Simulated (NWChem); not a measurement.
# C3H6F2 (1,3-difluoropropane): levels of theory compared

Aim: a comparison of 3 runs (HF/def2-SVP, PBE0/def2-SVP, CAM-B3LYP/def2-TZVP) of C3H6F2 (1,3-difluoropropane). 

The results are computed with NWChem 7.3.0.

**1. The system as given**

The species is C3H6F2 (11 atoms), meant as a singlet with charge 0. As SMILES, `FCCCF`. The shape is that of a PBE0-D4/def2-TZVP optimisation. This is one conformer, not always the lowest.

Bond lengths: F1–C2 1.383 Å, C2–C3 1.509 Å, C3–C4 1.507 Å, C4–F5 1.386 Å, C2–H6 1.096 Å, C2–H7 1.093 Å, C3–H8 1.093 Å, C3–H9 1.095 Å, C4–H10 1.095 Å, C4–H11 1.093 Å. Some angles: F1–C2–C3 109.8°, C2–C3–C4 112.4°, C3–C4–F5 110.3°, F1–C2–H6 107.7°, F1–C2–H7 107.9°, C3–C2–H6 111.1°, C3–C2–H7 111.3°, C2–C3–H8 109.6°, C2–C3–H9 109.3°, C4–C3–H8 109.6°.

**2. Energy and gradient at HF/def2-SVP (run 1)**

run.py

```python
from ase import Atoms
from ase.calculators.nwchem import NWChem

mol = Atoms(['F', 'C', 'C', 'C', 'F', 'H', 'H', 'H', 'H', 'H', 'H'], positions=[
    [-1.964400, 1.432700, -0.107100],
    [-0.715300, 1.000700, 0.300600],
    [-0.375000, -0.298800, -0.387800],
    [0.967500, -0.838200, 0.034700],
    [1.975600, 0.040200, -0.331200],
    [-0.744500, 0.875300, 1.388600],
    [0.008000, 1.781800, 0.054100],
    [-0.388200, -0.154300, -1.471600],
    [-1.138100, -1.046200, -0.147100],
    [1.026200, -0.968100, 1.120800],
    [1.173400, -1.798000, -0.445900],
])

calc = NWChem(
    label='struct',
    theory='scf',
    memory='2200 mb',
    basis='def2-SVP',
    basispar='spherical bse',
    scf={'nopen': '0', 'rhf': None, 'thresh': '1e-08', 'maxiter': '80'},
)
mol.calc = calc

forces = mol.get_forces()
print("Total energy (eV):", round(mol.get_potential_energy(), 6))
print("forces (eV/A):")
for s, f in zip(mol.symbols, forces):
    print(f"{s:2s} {f[0]:10.5f} {f[1]:10.5f} {f[2]:10.5f}")
print("dipole (e A):", mol.get_dipole_moment().round(4))
```

Launch:

```bash
$ export ASE_NWCHEM_COMMAND="nwchem PREFIX.nwi > PREFIX.nwo"
$ python run.py
```

What it wrote:

```text
Total energy (eV): -8591.15415
forces (eV/A):
F     0.73647   -0.29557    0.22621
C    -0.60267    0.47226   -0.06711
C    -0.08413   -0.04957   -0.08181
C     0.67347    0.18985   -0.09888
F    -0.62118   -0.46393    0.21865
H    -0.01527    0.04813   -0.18059
H    -0.12629   -0.12737    0.04150
H    -0.01471   -0.00427    0.07950
H     0.04217    0.06901   -0.03332
H     0.02119    0.00771   -0.18018
H    -0.00895    0.15370    0.07600
dipole (e A): [ 0.0624 -0.4221  0.2023]
```

The calculator wrote struct.nwi:

```
title "struct"

permanent_dir struct

scratch_dir struct

start struct

geometry units angstrom nocenter noautosym noautoz
  F  -1.9643999999999999e+00 1.4327000000000001e+00 -1.0710000000000000e-01
  C  -7.1530000000000005e-01 1.0006999999999999e+00 3.0059999999999998e-01
  C  -3.7500000000000000e-01 -2.9880000000000001e-01 -3.8779999999999998e-01
  C  9.6750000000000003e-01 -8.3819999999999995e-01 3.4700000000000002e-02
  F  1.9756000000000000e+00 4.0200000000000000e-02 -3.3119999999999999e-01
  H  -7.4450000000000005e-01 8.7529999999999997e-01 1.3886000000000001e+00
  H  8.0000000000000002e-03 1.7818000000000001e+00 5.4100000000000002e-02
  H  -3.8819999999999999e-01 -1.5429999999999999e-01 -1.4716000000000000e+00
  H  -1.1380999999999999e+00 -1.0462000000000000e+00 -1.4710000000000001e-01
  H  1.0262000000000000e+00 -9.6809999999999996e-01 1.1208000000000000e+00
  H  1.1734000000000000e+00 -1.7980000000000000e+00 -4.4590000000000002e-01
end

memory 2200 mb

basis spherical bse noprint
   * library def2-SVP
end

scf
  nopen 0
  rhf
  thresh 1e-08
  maxiter 80
end

task scf gradient
```

struct.nwo:

```text
Northwest Computational Chemistry Package (NWChem) 7.3.0
             --------------------------------------------------------

           Job information
           ---------------

    nwchem branch   = 7.3.0
    use scalapack   = T
    input           = struct.nwi
    prefix          = struct.
    data base       = struct/struct.db
    status          = startup
    nproc           =        1

           Memory information
           ------------------

    heap     =     72089600 doubles =      550.0 Mbytes
    stack    =     72089597 doubles =      550.0 Mbytes
    global   =    144179200 doubles =     1100.0 Mbytes (distinct from heap & stack)
    total    =    288358397 doubles =     2200.0 Mbytes
    verify   = yes
    hardfail = no

[... 140 lines left out ...]
 Convergence threshold     :          1.000E-08
[... 13 lines left out ...]
       Final RHF  results
[... 3 lines left out ...]
      One-electron energy =   -802.070289741108
[... 1 line left out ...]
 Nuclear repulsion energy =    184.503542280141
[... 39 lines left out ...]
                       ROHF Final Molecular Orbital Analysis
[... 236 lines left out ...]
                         RHF ENERGY GRADIENTS

    atom               coordinates                        gradient
                 x          y          z           x          y          z
   1 F      -3.712178   2.707410  -0.202390   -0.014322   0.005748  -0.004399
   2 C      -1.351721   1.891049   0.568052    0.011720  -0.009184   0.001305
   3 C      -0.708647  -0.564650  -0.732836    0.001636   0.000964   0.001591
[... 7 lines of this table left out ...]
  11 H       2.217404  -3.397727  -0.842629    0.000174  -0.002989  -0.001478

                 ----------------------------------------
                 |  Time  |  1-e(secs)   |  2-e(secs)   |
                 ----------------------------------------
                 |  CPU   |       0.01   |       3.21   |
                 ----------------------------------------
                 |  WALL  |       0.01   |       3.21   |
                 ----------------------------------------

 Task  times  cpu:       23.8s     wall:       23.8s
 Total times  cpu:       23.8s     wall:       23.8s
```

It took 26 s on 1 thread of Intel Xeon Platinum 8259CL at 2.50GHz (Skylake/Cascade Lake), shared host; peak memory 0.1 GiB.

**3. Energy and forces at PBE0/def2-SVP (run 2)**

c3h6f2.nw

```
start c3h6f2
title "C3H6F2 gradient"
memory total 2200 mb
charge 0

geometry noautosym nocenter noautoz
   F    -1.964400    1.432700   -0.107100
   C    -0.715300    1.000700    0.300600
   C    -0.375000   -0.298800   -0.387800
   C     0.967500   -0.838200    0.034700
   F     1.975600    0.040200   -0.331200
   H    -0.744500    0.875300    1.388600
   H     0.008000    1.781800    0.054100
   H    -0.388200   -0.154300   -1.471600
   H    -1.138100   -1.046200   -0.147100
   H     1.026200   -0.968100    1.120800
   H     1.173400   -1.798000   -0.445900
end

basis spherical bse
   * library def2-SVP
end

dft
   xc pbe0
   grid fine
   convergence energy 1e-08
   iterations 100
   mulliken
end

task dft gradient
```

Launch:

```bash
$ nwchem c3h6f2.nw > c3h6f2.out
```

What it wrote:

```text
[...]
          Wavefunction type:  closed shell.
          No. of atoms     :    11
          No. of electrons :    42
[...]
          Charge           :     0
          Spin multiplicity:     1
[...]
          AO basis - number of functions:   100
[...]
              XC Information
              --------------
                         PBE0 Method XC Functional
                     Hartree-Fock (Exact) Exchange  0.250
          PerdewBurkeErnzerhof Exchange Functional  0.750
            Perdew 1991 LDA Correlation Functional  1.000 local
           PerdewBurkeErnz. Correlation Functional  1.000 non-local
[...]
 d= 0,ls=0.0,diis     1   -316.9442296049 -5.01D+02  1.41D-02  7.45D-01     3.4
[...]
 d= 0,ls=0.0,diis    10   -317.0295157284 -3.41D-10  7.35D-08  8.97D-11    27.7
         Total DFT energy =     -317.029515728356
      One electron energy =     -802.460240305884
           Coulomb energy =      340.057074745757
    Exchange-Corr. energy =      -39.129892448371
 Nuclear repulsion energy =      184.503542280142
[...]
  wavefunction    = closed shell
                         DFT ENERGY GRADIENTS
    atom               coordinates                        gradient
                 x          y          z           x          y          z
   1 F      -3.712178   2.707410  -0.202390   -0.004680   0.001997  -0.001282
   2 C      -1.351721   1.891049   0.568052    0.013126  -0.001045   0.006818
   3 C      -0.708647  -0.564650  -0.732836   -0.004763  -0.001784  -0.005985
   4 C       1.828310  -1.583968   0.065573   -0.005911  -0.009246   0.006070
   5 F       3.733343   0.075967  -0.625877    0.004334   0.002306  -0.001483
   6 H      -1.406901   1.654077   2.624074   -0.001259   0.000918  -0.005808
   7 H       0.015118   3.367114   0.102234   -0.005461  -0.003093   0.000884
   8 H      -0.733592  -0.291585  -2.780921    0.000332  -0.000752   0.005329
   9 H      -2.150697  -1.977031  -0.277979    0.004175   0.003028  -0.000736
  10 H       1.939237  -1.829444   2.118005    0.000551   0.001692  -0.005822
  11 H       2.217404  -3.397727  -0.842629   -0.000444   0.005980   0.002015
[...]
```

It took 34 s on 1 thread of Intel Xeon Platinum 8259CL at 2.50GHz (Skylake/Cascade Lake), shared host; peak memory 0.12 GiB.

**4. Energy and forces at CAM-B3LYP/def2-TZVP (run 3)**

run.py

```python
from ase import Atoms
from ase.calculators.nwchem import NWChem

atoms = Atoms('FCCCFHHHHHH', positions=[
    [-1.964400, 1.432700, -0.107100],
    [-0.715300, 1.000700, 0.300600],
    [-0.375000, -0.298800, -0.387800],
    [0.967500, -0.838200, 0.034700],
    [1.975600, 0.040200, -0.331200],
    [-0.744500, 0.875300, 1.388600],
    [0.008000, 1.781800, 0.054100],
    [-0.388200, -0.154300, -1.471600],
    [-1.138100, -1.046200, -0.147100],
    [1.026200, -0.968100, 1.120800],
    [1.173400, -1.798000, -0.445900],
])

calc = NWChem(
    label='c3h6f2',
    theory='dft',
    memory='2200 mb',
    basis='def2-TZVP',
    basispar='spherical bse',
    dft={'xc': 'xcamb88 1.00 lyp 0.81 vwn_5 0.19 hfexch 1.00', 'cam': '0.33 cam_alpha 0.19 cam_beta 0.46', 'mult': '1', 'grid': 'fine', 'convergence': 'energy 1e-08', 'direct': None, 'iterations': '100', 'mulliken': None},
)
atoms.calc = calc

forces = atoms.get_forces()
e = atoms.get_potential_energy()
print(f"E = {e:.6f} eV")
print("forces (eV/A):")
for s, f in zip(atoms.symbols, forces):
    print(f"{s:2s} {f[0]:10.5f} {f[1]:10.5f} {f[2]:10.5f}")
print("dipole (e A):", atoms.get_dipole_moment().round(4))
```

Launch:

```bash
$ export ASE_NWCHEM_COMMAND="nwchem PREFIX.nwi > PREFIX.nwo"
$ python run.py
```

What it wrote:

```text
E = -8643.153908 eV
forces (eV/A):
F    -0.13550    0.03713   -0.04746
C     0.22713    0.01147    0.12907
C    -0.06381   -0.03625   -0.07076
C    -0.10125   -0.21644    0.10007
F     0.10043    0.10038   -0.04109
H    -0.01476    0.01610   -0.08192
H    -0.06587   -0.04870    0.01162
H     0.00314   -0.00242    0.06551
H     0.04186    0.04782   -0.01466
H     0.01003    0.01779   -0.07883
H    -0.00139    0.07307    0.02844
dipole (e A): [ 0.0488 -0.378   0.1686]
```

The calculator wrote c3h6f2.nwi:

```
title "c3h6f2"

permanent_dir c3h6f2

scratch_dir c3h6f2

start c3h6f2

geometry units angstrom nocenter noautosym noautoz
  F  -1.9643999999999999e+00 1.4327000000000001e+00 -1.0710000000000000e-01
  C  -7.1530000000000005e-01 1.0006999999999999e+00 3.0059999999999998e-01
  C  -3.7500000000000000e-01 -2.9880000000000001e-01 -3.8779999999999998e-01
  C  9.6750000000000003e-01 -8.3819999999999995e-01 3.4700000000000002e-02
  F  1.9756000000000000e+00 4.0200000000000000e-02 -3.3119999999999999e-01
  H  -7.4450000000000005e-01 8.7529999999999997e-01 1.3886000000000001e+00
  H  8.0000000000000002e-03 1.7818000000000001e+00 5.4100000000000002e-02
  H  -3.8819999999999999e-01 -1.5429999999999999e-01 -1.4716000000000000e+00
  H  -1.1380999999999999e+00 -1.0462000000000000e+00 -1.4710000000000001e-01
  H  1.0262000000000000e+00 -9.6809999999999996e-01 1.1208000000000000e+00
  H  1.1734000000000000e+00 -1.7980000000000000e+00 -4.4590000000000002e-01
end

memory 2200 mb

basis spherical bse noprint
   * library def2-TZVP
end

dft
  xc xcamb88 1.00 lyp 0.81 vwn_5 0.19 hfexch 1.00
  cam 0.33 cam_alpha 0.19 cam_beta 0.46
  mult 1
  grid fine
  convergence energy 1e-08
  direct
  iterations 100
  mulliken
end

task dft gradient
```

c3h6f2.nwo:

```text
Northwest Computational Chemistry Package (NWChem) 7.3.0
             --------------------------------------------------------

           Job information
           ---------------

    nwchem branch   = 7.3.0
    use scalapack   = T
    input           = c3h6f2.nwi
    prefix          = c3h6f2.
    data base       = c3h6f2/c3h6f2.db
    status          = startup
    nproc           =        1

           Memory information
           ------------------

    heap     =     72089600 doubles =      550.0 Mbytes
    stack    =     72089597 doubles =      550.0 Mbytes
    global   =    144179200 doubles =     1100.0 Mbytes (distinct from heap & stack)
    total    =    288358397 doubles =     2200.0 Mbytes
    verify   = yes
    hardfail = no

[... 112 lines left out ...]
  convergence criterion.
[... 46 lines left out ...]
          Spatial weights used:  Erf1
[... 72 lines left out ...]
         Total DFT energy =     -317.630050156857
[... 3 lines left out ...]
 Nuclear repulsion energy =      184.503542280141
[... 1411 lines left out ...]
          Convergence on gradient requested:  5.00D-04
[... 32 lines left out ...]
          total energy or number of iterations.
[... 32 lines left out ...]
                         DFT ENERGY GRADIENTS

    atom               coordinates                        gradient
                 x          y          z           x          y          z
   1 F      -3.712178   2.707410  -0.202390    0.002635  -0.000722   0.000923
   2 C      -1.351721   1.891049   0.568052   -0.004417  -0.000223  -0.002510
   3 C      -0.708647  -0.564650  -0.732836    0.001241   0.000705   0.001376
[... 7 lines of this table left out ...]
  11 H       2.217404  -3.397727  -0.842629    0.000027  -0.001421  -0.000553

                 ----------------------------------------
                 |  Time  |  1-e(secs)   |  2-e(secs)   |
                 ----------------------------------------
                 |  CPU   |       0.06   |     540.92   |
                 ----------------------------------------
                 |  WALL  |       0.06   |     540.92   |
                 ----------------------------------------

 Task  times  cpu:     1173.8s     wall:     1173.8s
 Total times  cpu:     1173.9s     wall:     1173.9s
```

Run time: 20 min. Hardware: 1 thread of Intel Xeon Platinum 8259CL at 2.50GHz (Skylake/Cascade Lake), shared host; peak memory 0.13 GiB.

**5. All runs side by side**

| run | level | iteration cap | module | energy (Eh) | dipole moment (D) | HOMO energy (eV) | LUMO energy (eV) | wall time |
| --- | --- | --- | --- | --- | --- | --- | --- | --- |
| 1 | HF/def2-SVP | 80 | scf | -315.719094 | 2.27 | -13.48 | 4.66 | 26 s |
| 2 | PBE0/def2-SVP | 100 | dft | -317.029516 | 1.91 | -9.18 | 1.78 | 34 s |
| 3 | CAM-B3LYP/def2-TZVP | 100 | dft | -317.630050 | 2.00 | -10.86 | 1.97 | 20 min |

**6. What came out**

```
                       quantity          value
            run 3: total energy  -317.63005 Eh
           run 3: dipole moment         2.00 D
             run 3: HOMO energy      -10.86 eV
             run 3: LUMO energy        1.97 eV
           run 3: HOMO–LUMO gap       12.83 eV
run 3: largest force on an atom     0.261 eV/Å
```

What this shows: The dipole moment (its size) runs from 1.91 D (PBE0/def2-SVP) to 2.27 D (HF/def2-SVP). The HOMO–LUMO gap runs from 10.96 eV (PBE0/def2-SVP) to 18.14 eV (HF/def2-SVP). Exact exchange widens orbital gaps. Totals of different functionals can't be ranked against each other. All runs together took 21 min, the longest 20 min.
